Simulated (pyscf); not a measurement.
Thermochemistry of product channels of `[F][Si]([SiH3])([SiH3])[SiH3]` + `[CH3]` [doublet] on the doublet surface, in eV, from ωB97M-D3(BJ)/def2-TZVP energies (ideal gas, 1 atm, RRHO with modes under 100 cm⁻¹ raised to 100, one conformer, R ln 2 for chiral ones without a mode under 150 cm⁻¹). Structures and frequencies: ωB97X-D3(BJ)/def2-SVP in PySCF.

| products | ΔE | ΔH(298 K) | ΔG(298 K) | ΔG(600 K) |
|---|---|---|---|---|
| `[CH3][Si]([F])([SiH3])[SiH3]` + `[SiH3]` [doublet] | -0.69 | -0.62 | -0.65 | -0.66 |
| `[F][Si]([SiH2])([SiH3])[SiH3]` [doublet] + `[CH4]` | ? | -0.71 | -0.73 | -0.73 |

What belongs in the gaps?


- `[F][Si]([SiH2])([SiH3])[SiH3]` [doublet] + `[CH4]`, ΔE: -0.86

These are energies of the channels, which say nothing of barriers. F–Si(SiH₂•)(SiH₃)–SiH₃ lies 0.36 eV over its isomer F–SiH₂–Si•(SiH₃)–SiH₃ (electronic energy, ωB97M-D3(BJ)/def2-TZVP).
